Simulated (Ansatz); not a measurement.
# One shape, several levels: doublet BN+

Aim: a comparison of 6 runs (UB3LYP/6-31G*, U-r2SCAN/cc-pVTZ, UB3LYP/cc-pVTZ, UPBE/cc-pVTZ, UMP2/cc-pVTZ, UCCSD/cc-pVTZ) of doublet BN+. 

Program for the calculation: Ansatz 0.2.0.

32 further runs of the same task are left out: 32 set aside as unsound or not needed.

### 1 The system as given

BN+: 2 atoms, total charge +1, spin state doublet. As SMILES of the parent species, `B#N`. Geometry: relaxed at PBE0-D4/def2-TZVP. That shape belongs to the parent species and isn't relaxed for this state.

Bond lengths: B1–N2 1.315 Å.

### 2 The energy at UB3LYP/6-31G(d) (spherical functions) (run 1)

File input.yaml:

```yaml
crystal:
  periodic: [false, false, false]
  atoms:
    - {symbol: B, position_ang: [-0.000000, -0.000000, -0.023520]}
    - {symbol: "N", position_ang: [0.000000, 0.000000, 1.291950]}
basis:
  gaussian: {orbitals: 6-31G_st_-spherical.json}
total_charge: 1
magnetization: {spin_polarized: true, initial_magnetization: 1}
hamiltonian: {xc: {name: B3LYP}}
accuracy: high
output: {orbitals: {seedname: orbitals}}
```

The basis set 6-31G* is read from a file made from the Basis Set Exchange's data (not shown).

Launch:

```
$ ansatz run input.yaml --threads 1 --pin off --max-ram 3480MiB --events-out events.jsonl --progress --plain --runs-dir runs
```

What it wrote:

```text
Warning: RAYON_NUM_THREADS=1 ignored (pool sized by the plan → 1); use --threads N
Functional definition: B3LYP
  name "B3LYP"
  parameter a0 = 0.2
  parameter ax = 0.72
  parameter ac = 0.81
  exchange = (1 - a0 - ax)*slater_x + ax*b88_x + a0*exact_x
  correlation = (1 - ac)*vwn_rpa_c + ac*lyp_c
537 factors; integrals over basis functions are off by at most 3.3e-9 eV
mean field evaluation 1: about -2130.3847 eV, gradient 5.7e1 eV
mean field evaluation 2: about -2025.2901 eV, gradient 1.1e2 eV
mean field evaluation 4: about -2147.8387 eV, gradient 1.3e1 eV
mean field evaluation 8: about -2148.6856 eV, gradient 5.2e-1 eV
mean field evaluation 16: about -2148.8491 eV, gradient 9.4e-3 eV
mean field evaluation 32: about -2148.7507 eV, gradient 2.8e0 eV
mean field evaluation 64: about -2148.6035 eV, gradient 3.2e0 eV
mean field evaluation 96: about -2149.0689 eV, gradient 2.4e-8 eV
mean field -2149.06886020 eV, -78.9768239213 hartree, gradient 2.4e-8 eV, S^2 1.658257; 7 other end points of the search recorded, 0 dependent functions left out
reference -2149.06888343 eV, -78.9768247747 hartree; 6, 5 occupied and 22, 23 virtual orbitals, 537 factors
Total energy: -2149.06888343 eV, -78.9768247747 hartree
```

Wall time 6 s (1 thread of Arm Neoverse V1, shared host); peak memory 0.095 GiB.

### 3 A single-point energy at U-r2SCAN/cc-pVTZ (run 2)

File molecule.yaml:

```yaml
crystal:
  periodic: [false, false, false]
  atoms:
    - {symbol: B, position_ang: [-0.000000, -0.000000, -0.023520]}
    - {symbol: "N", position_ang: [0.000000, 0.000000, 1.291950]}
basis:
  gaussian:
    orbitals: cc-pVTZ
total_charge: 1
magnetization:
  spin_polarized: true
  initial_magnetization: 1
hamiltonian:
  xc: r2scan
accuracy: high
output:
  orbitals: {seedname: orbitals}
```

Launch:

```
$ ansatz run molecule.yaml --threads 1 --pin off --max-ram 3480MiB --events-out events.jsonl --progress --plain --runs-dir runs
```

What it wrote (excerpt; [...] marks lines left out):

```text
Warning: RAYON_NUM_THREADS=1 ignored (pool sized by the plan → 1); use --threads N
Functional definition: r2SCAN
  name "r2SCAN"
[...]
848 factors; integrals over basis functions are off by at most 2.6e-9 eV
[...]
mean field -2148.48561241 eV, -78.9553899603 hartree, gradient 2.8e-8 eV, S^2 1.676539; 12 other end points of the search recorded, 0 dependent functions left out
reference -2148.48561427 eV, -78.9553900284 hartree; 6, 5 occupied and 54, 55 virtual orbitals, 848 factors
Total energy: -2148.48561427 eV, -78.9553900284 hartree
```

It took 34 s on 1 thread of Arm Neoverse V1, shared host; peak memory 0.17 GiB.

Runs 3 to 4 aren't shown in full; the table further down has their settings and results.

### 4 The energy at UMP2/cc-pVTZ (run 5)

File run.yaml:

```yaml
crystal:
  periodic: [false, false, false]
  atoms:
    - {symbol: B, position_ang: [-0.000000, -0.000000, -0.023520]}
    - {symbol: "N", position_ang: [0.000000, 0.000000, 1.291950]}
basis:
  gaussian:
    orbitals: cc-pVTZ
total_charge: 1
accuracy: high
magnetization:
  spin_polarized: true
  initial_magnetization: 1
correlation:
  method: mp2
  frozen_orbitals: {B: 1, "N": 1}
```

Launch:

```
$ ansatz run run.yaml --threads 1 --pin off --max-ram 3480MiB --events-out events.jsonl --progress --plain --runs-dir runs
```

What it wrote (excerpt; [...] marks lines left out):

```text
Warning: RAYON_NUM_THREADS=1 ignored (pool sized by the plan → 1); use --threads N
Functional definition: HF
  name "HF"
[...]
848 factors; integrals over basis functions are off by at most 2.6e-9 eV
[...]
mean field -2140.08569281 eV, -78.6466986085 hartree, gradient 1.2e-8 eV, S^2 1.758605; 16 other end points of the search recorded, 0 dependent functions left out
2 core orbitals not correlated: weight in the atoms' cores, before any rotation towards them, 1.000 or more for the frozen orbitals, at most 0.000 for the correlated occupied ones
reference -2140.08569281 eV, -78.6466986085 hartree; 4, 3 occupied and 54, 55 virtual orbitals, 848 factors
second order -4.08446245 eV of doubles, -0.00000000 eV of singles
Total energy: -2144.17015526 eV, -78.7967998352 hartree
```

Wall time 2.2 s (1 thread of Arm Neoverse V1, shared host); peak memory 0.1 GiB.

### 5 A single-point energy at UCCSD/cc-pVTZ (run 6)

File in.yaml:

```yaml
crystal:
  periodic: [false, false, false]
  atoms:
    - {symbol: B, position_ang: [-0.000000, -0.000000, -0.023520]}
    - {symbol: "N", position_ang: [0.000000, 0.000000, 1.291950]}
basis:
  gaussian:
    orbitals: cc-pVTZ
correlation:
  method: ccsd
  frozen_orbitals: {B: 1, "N": 1}
total_charge: 1
scf:
  omitted_lower_state_checks: [cluster_reference, increment]
accuracy: high
magnetization:
  spin_polarized: true
  initial_magnetization: 1
```

Launch:

```
$ ansatz run in.yaml --threads 1 --pin off --max-ram 3480MiB --events-out events.jsonl --progress --plain --runs-dir runs
```

What it wrote:

```text
Warning: RAYON_NUM_THREADS=1 ignored (pool sized by the plan → 1); use --threads N
[... 19 lines left out ...]
2 core orbitals not correlated: weight in the atoms' cores, before any rotation towards them, 1.000 or more for the frozen orbitals, at most 0.000 for the correlated occupied ones
[... 34 lines left out ...]
Total energy: -2144.83467906 eV, -78.8212206342 hartree
Checks for a lower state left out: cluster_reference, increment
```

It took 4.2 s on 1 thread of Arm Neoverse V1, shared host; peak memory 0.27 GiB.

### 6 Overview of the runs

```csv
run,level,frozen core orbitals,energy (Eh),HOMO energy (eV),LUMO energy (eV),⟨S²⟩,wall time
1,UB3LYP/6-31G* (spherical functions),–,-78.976825,-17.84,-15.20,1.658,6 s
2,U-r2SCAN/cc-pVTZ,–,-78.955390,-17.04,-15.78,1.677,34 s
3,UB3LYP/cc-pVTZ,–,-79.002305,-17.86,-15.23,1.673,8.7 s
4,UPBE/cc-pVTZ,–,-78.895328,-16.88,-16.11,1.312,9.9 s
5,UMP2/cc-pVTZ,2,-78.796800,–,–,1.759,2.2 s
6,UCCSD/cc-pVTZ,2,-78.821221,–,–,1.759,4.2 s
```

### 7 Summary of results

| quantity | value |
| --- | --- |
| run 6: total energy | -78.82122 Eh |
| run 6: correlation energy (2 core orbitals frozen) | -174.5 mEh |
| run 6: ⟨S²⟩ of the reference determinant | 1.759 |
| run 6: T1 diagnostic | 0.022 |

Totals of different functionals can't be ranked against each other. Spin contamination of the reference: run 5 ⟨S²⟩ = 1.76, run 6 ⟨S²⟩ = 1.76, run 2 ⟨S²⟩ = 1.68, run 3 ⟨S²⟩ = 1.67, run 1 ⟨S²⟩ = 1.66, run 4 ⟨S²⟩ = 1.31. Where it is this large, the reference is a mixture of spin states, and values that rest on it are in doubt. All runs together took 65 s, the longest 34 s.
